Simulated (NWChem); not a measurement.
The numbers come from NWChem runs, not from measurements. System: Na2, charge 0, spin multiplicity 1, at a geometry optimised with PBE/def2-SVP. The structure started from a generated list of species. Level: LDA (SVWN5)/6-31G* (spherical d).

Job file:

```
start mol
memory heap 200 mb stack 900 mb global 1100 mb
geometry units angstroms nocenter noautoz
  Na     0.000000     0.000000     1.554675
  Na     0.000000     0.000000    -1.554675
  symmetry group D2h
end
basis spherical
  * library 6-31g*
end
dft
  xc slater vwn_5
  semidirect memsize 60000000 filesize 0
  iterations 100
end
property
  dipole
  response 1 0.0
end
task dft property
```

Output (cleaned and shortened):

```
             Northwest Computational Chemistry Package (NWChem) 7.3.0
             --------------------------------------------------------

                                NWChem Input Module
                                -------------------

 Scaling coordinates for geometry "geometry" by  1.889725989
 (inverse scale =  0.529177249)

 Turning off AUTOSYM since
 SYMMETRY directive was detected!

                             Geometry "geometry" -> ""
                             -------------------------

 Output coordinates in angstroms (scale by  1.889725989 to convert to a.u.)

  No.       Tag          Charge          X              Y              Z
 ---- ---------------- ---------- -------------- -------------- --------------
    1 Na                  11.0000     0.00000000     0.00000000     1.55467500
    2 Na                  11.0000     0.00000000     0.00000000    -1.55467500

 Effective nuclear repulsion energy (a.u.)      20.5928721852

            Nuclear Dipole moment (a.u.)
            ----------------------------
        X                 Y               Z
 ---------------- ---------------- ----------------
     0.0000000000     0.0000000000     0.0000000000

      Symmetry information
      --------------------

 Group name             D2h
 Group number             26
 Group order               8
 No. of unique centers     1

      Symmetry unique atoms

     1


 Summary of "ao basis" -> "" (spherical)
 ------------------------------------------------------------------------------
       Tag                 Description            Shells   Functions and Types
 ---------------- ------------------------------  ------  ---------------------
 *                           6-31g*                   on all atoms

                              NWChem Property Module
                              ----------------------

                                 NWChem DFT Module
                                 -----------------

 Summary of "ao basis" -> "ao basis" (spherical)
 ------------------------------------------------------------------------------
       Tag                 Description            Shells   Functions and Types
 ---------------- ------------------------------  ------  ---------------------
 Na                          6-31g*                  8       18   4s3p1d

 Summary of "ao basis" -> "ao basis" (spherical)
 ------------------------------------------------------------------------------
       Tag                 Description            Shells   Functions and Types
 ---------------- ------------------------------  ------  ---------------------
 Na                          6-31g*                  8       18   4s3p1d

            General Information
            -------------------
          SCF calculation type: DFT
          Wavefunction type:  closed shell.
          No. of atoms     :     2
          No. of electrons :    22
           Alpha electrons :    11
            Beta electrons :    11
          Charge           :     0
          Spin multiplicity:     1
          Use of symmetry is: off; symmetry adaption is: off
          Maximum number of iterations: 100
          AO basis - number of functions:    36
                     number of shells:    16
          Convergence on energy requested:  1.00D-06
          Convergence on density requested:  1.00D-05
          Convergence on gradient requested:  5.00D-04

              XC Information
              --------------
                        Slater Exchange Functional  1.000 local
                      VWN V Correlation Functional  1.000 local

             Grid Information
             ----------------
          Grid used for XC integration:  medium
          Radial quadrature: Mura-Knowles
          Angular quadrature: Lebedev.
          Tag              B.-S. Rad. Rad. Pts. Rad. Cut. Ang. Pts.
          ---              ---------- --------- --------- ---------
          Na                  1.80       88          15.0       434
          Grid pruning is: on
          Number of quadrature shells:   176
          Spatial weights used:  Erf1

          Convergence Information
          -----------------------
          Convergence aids based upon iterative change in
          total energy or number of iterations.
          Levelshifting, if invoked, occurs when the
          HOMO/LUMO gap drops below (HL_TOL):  1.00D-02
          DIIS, if invoked, will attempt to extrapolate
          using up to (NFOCK): 10 stored Fock matrices.

                    Damping( 0%)  Levelshifting(0.5)       DIIS
                  --------------- ------------------- ---------------
          dE  on:    start            ASAP                start
          dE off:    2 iters        100 iters           100 iters

      Screening Tolerance Information
      -------------------------------
          Density screening/tol_rho:  1.00D-10
          AO Gaussian exp screening on grid/accAOfunc:  14
          CD Gaussian exp screening on grid/accCDfunc:  20
          XC Gaussian exp screening on grid/accXCfunc:  20
          Schwarz screening/accCoul:  1.00D-08

      Superposition of Atomic Density Guess
      -------------------------------------

 Sum of atomic energies:        -323.68278406

      Non-variational initial energy
      ------------------------------

 Total energy =    -323.634328
 1-e energy   =    -496.597300
 2-e energy   =     152.370100
 HOMO         =      -0.143012
 LUMO         =      -0.021035

------------------------------------------------------------
EAF file 0: "./mol.aoints.0" size=524288 bytes
------------------------------------------------------------
               write      read    awrite     aread      wait
               -----      ----    ------     -----      ----
     calls:        1         0         0         0         0
   data(b): 5.24e+05  0.00e+00  0.00e+00  0.00e+00
   time(s): 0.00e+00  0.00e+00  0.00e+00  0.00e+00  0.00e+00
rate(mb/s): 0.00e+00  0.00e+00
------------------------------------------------------------

   convergence    iter        energy       DeltaE   RMS-Dens  Diis-err    time
 ---------------- ----- ----------------- --------- --------- ---------  ------
 d= 0,ls=0.0,diis     1   -322.8631531403 -3.43D+02  1.02D-02  3.45D-02     0.7
 d= 0,ls=0.0,diis     2   -322.8691374240 -5.98D-03  1.65D-03  9.98D-04     0.8
 d= 0,ls=0.0,diis     3   -322.8693911432 -2.54D-04  5.43D-04  3.03D-05     0.8
 d= 0,ls=0.0,diis     4   -322.8694116081 -2.05D-05  1.22D-04  2.45D-06     0.9
 d= 0,ls=0.0,diis     5   -322.8694134229 -1.81D-06  3.36D-06  1.24D-09     0.9
 d= 0,ls=0.0,diis     6   -322.8694134238 -9.59D-10  2.03D-08  5.16D-14     1.0

         Total DFT energy =     -322.869413423834
      One electron energy =     -496.703782573069
           Coulomb energy =      180.356447985811
    Exchange-Corr. energy =      -27.114951021747
 Nuclear repulsion energy =       20.592872185172

 Numeric. integr. density =       21.999999246543

     Total iterative time =      0.7s

                       DFT Final Molecular Orbital Analysis
                       ------------------------------------

 Vector    9  Occ=2.000000D+00  E=-1.043948D+00
              MO Center= -1.4D-13,  9.9D-15,  2.5D-05, r^2= 2.7D+00
   Bfn.  Coefficient  Atom+Function         Bfn.  Coefficient  Atom+Function
  ----- ------------  ---------------      ----- ------------  ---------------
     3      0.701644  1 Na px                21     -0.701633  2 Na px
     4     -0.047780  1 Na py                22      0.047779  2 Na py

 Vector   10  Occ=2.000000D+00  E=-1.043137D+00
              MO Center=  1.6D-13, -7.3D-16,  2.6D-06, r^2= 2.6D+00
   Bfn.  Coefficient  Atom+Function         Bfn.  Coefficient  Atom+Function
  ----- ------------  ---------------      ----- ------------  ---------------
     5      0.704184  1 Na pz                23      0.704183  2 Na pz
     9      0.025629  1 Na pz                27      0.025629  2 Na pz

 Vector   11  Occ=2.000000D+00  E=-1.190712D-01
              MO Center= -2.6D-13,  1.2D-14, -3.2D-08, r^2= 6.4D+00
   Bfn.  Coefficient  Atom+Function         Bfn.  Coefficient  Atom+Function
  ----- ------------  ---------------      ----- ------------  ---------------
     6      0.345716  1 Na s                 24      0.345716  2 Na s
    10      0.246441  1 Na s                 28      0.246441  2 Na s
     2     -0.158211  1 Na s                 20     -0.158211  2 Na s
     9     -0.036594  1 Na pz                27      0.036594  2 Na pz
     5      0.033636  1 Na pz                23     -0.033636  2 Na pz

 Vector   12  Occ=0.000000D+00  E=-7.035615D-02
              MO Center= -1.7D-13,  8.9D-15, -1.2D-08, r^2= 1.2D+01
   Bfn.  Coefficient  Atom+Function         Bfn.  Coefficient  Atom+Function
  ----- ------------  ---------------      ----- ------------  ---------------
    10      0.539439  1 Na s                 28     -0.539439  2 Na s
     6      0.315714  1 Na s                 24     -0.315714  2 Na s
     2     -0.130939  1 Na s                 20      0.130939  2 Na s
     9      0.125396  1 Na pz                27      0.125396  2 Na pz
    13      0.095111  1 Na pz                31      0.095111  2 Na pz

 Vector   13  Occ=0.000000D+00  E=-3.713471D-02
              MO Center=  7.1D-15, -1.4D-13, -3.7D-08, r^2= 1.2D+01
   Bfn.  Coefficient  Atom+Function         Bfn.  Coefficient  Atom+Function
  ----- ------------  ---------------      ----- ------------  ---------------
    12      0.399396  1 Na py                30      0.399396  2 Na py
     8      0.208916  1 Na py                26      0.208916  2 Na py
     4     -0.087601  1 Na py                22     -0.087601  2 Na py
    11     -0.078359  1 Na px                29     -0.078359  2 Na px
     7     -0.040988  1 Na px                25     -0.040988  2 Na px

 Vector   14  Occ=0.000000D+00  E=-3.713471D-02
              MO Center=  2.3D-13,  4.8D-14, -3.7D-08, r^2= 1.2D+01
   Bfn.  Coefficient  Atom+Function         Bfn.  Coefficient  Atom+Function
  ----- ------------  ---------------      ----- ------------  ---------------
    11      0.399396  1 Na px                29      0.399396  2 Na px
     7      0.208916  1 Na px                25      0.208916  2 Na px
     3     -0.087601  1 Na px                21     -0.087601  2 Na px
    12      0.078359  1 Na py                30      0.078359  2 Na py
     8      0.040988  1 Na py                26      0.040988  2 Na py

 center of mass
 --------------
 x =   0.00000000 y =   0.00000000 z =   0.00000000

 moments of inertia (a.u.)
 ------------------
         396.864351711243           0.000000000000           0.000000000000
           0.000000000000         396.864351711243           0.000000000000
           0.000000000000           0.000000000000           0.000000000000

     Multipole analysis of the density
     ---------------------------------

     L   x y z        total         alpha         beta         nuclear
     -   - - -        -----         -----         ----         -------
     0   0 0 0     -0.000000    -11.000000    -11.000000     22.000000

     1   1 0 0      0.000000      0.000000      0.000000      0.000000
     1   0 1 0     -0.000000     -0.000000     -0.000000      0.000000
     1   0 0 1      0.000000      0.000000      0.000000      0.000000

     2   2 0 0    -16.915223     -8.457612     -8.457612      0.000000
     2   1 1 0     -0.000000     -0.000000     -0.000000      0.000000
     2   1 0 1      0.000000      0.000000      0.000000      0.000000
     2   0 2 0    -16.915223     -8.457612     -8.457612      0.000000
     2   0 1 1      0.000000      0.000000      0.000000      0.000000
     2   0 0 2     -7.982332    -98.935617    -98.935617    189.888902

 *** CALLING NEW AORESP DRIVER FOR CLOSED AND OPEN SHELLS ***
 Entering AOResponse driver routine

--------------------------------------------------------------------------------

          ****************
          *** RESPONSE ***
          ****************

 Response module for NWChem and dynamic CPKS solver

          -----------------------------------------------
          Solving response equations for perturbing field
          -----------------------------------------------

 number of frequencies:     1
 frequency in a.u.:  0.0000000E+00
 Perturbing field: electric
 Using El. Dipole Length Gauge

 Setting up CPKS with frequency omega =      0.00000000 a.u.

 STATIC response

                                NWChem CPHF Module
                                ------------------

  scftype          =     RHF
  nclosed          =       11
  nopen            =        0
  variables        =      275
  # of vectors     =        3
  tolerance        = 0.10D-03
  level shift      = 0.00D+00
  max iterations   =       50
  max subspace     =       30

  int2e_file: Failed to allocate cache ... halving
 SCF residual:    9.9920421611729728E-007

Iterative solution of linear equations
  No. of variables      275
  No. of equations        3
  Maximum subspace       30
        Iterations       50
       Convergence  1.0D-04

   iter   nsub   residual    time
   ----  ------  --------  ---------
     1      3    2.38D+01       1.7
     2      6    1.42D+00       2.0
     3      9    9.90D-02       2.3
     4     12    4.77D-03       2.6
     5     15    7.70D-05       2.9

 Electric Dipole Response Matrix (nonzero elements):

              1        2        3
    1  186.7549   0.0000   0.0000
    2    0.0000 186.7549  -0.0000
    3   -0.0000  -0.0000 330.3061

 ------------------------------------------
 average:       234.60532 + I       0.00000

 DFT Linear Response polarizability / au
 Frequency  =       0.0000000 / au
 Wavelength = -999999.0000000 / nm
              X              Y              Z
 -----------------------------------------------
 X     186.7549104      0.0000000      0.0000000
 Y       0.0000000    186.7549104     -0.0000000
 Z      -0.0000000     -0.0000000    330.3061302
 -----------------------------------------------
 Eigenvalues =     186.7549104    186.7549104    330.3061302
 Isotropic   =     234.6053170
 Anisotropic =     143.5512198
 -----------------------------------------------

 Magnetic Dipole Response Matrix (nonzero elements):
 Optical rotation tensor Beta

 *** static G'=0. Use GPRIME input with finite omega
 *** or better ORBETA without GPRIME for small or zero freq.

 zero matrix

 ------------------------------------------
 average:         0.00000 + I       0.00000

 Exiting AOResponse driver routine

          -------------
          Dipole Moment
          -------------

 Center of charge (in au) is the expansion point
         X =       0.0000000 Y =       0.0000000 Z =       0.0000000

   Dipole moment        0.0000001231 A.U.
             DMX        0.0000000000 DMXEFC        0.0000000000
             DMY       -0.0000000000 DMYEFC        0.0000000000
             DMZ        0.0000001231 DMZEFC        0.0000000000
   -EFC- dipole         0.0000000000 A.U.
   Total dipole         0.0000001231 A.U.

   Dipole moment        0.0000003128 Debye(s)
             DMX        0.0000000000 DMXEFC        0.0000000000
             DMY       -0.0000000000 DMYEFC        0.0000000000
             DMZ        0.0000003128 DMZEFC        0.0000000000
   -EFC- dipole         0.0000000000 DEBYE(S)
   Total dipole         0.0000003128 DEBYE(S)

 1 a.u. = 2.541766 Debyes

 Task  times  cpu:        2.9s     wall:        2.9s

 Total times  cpu:        3.0s     wall:        3.0s
```
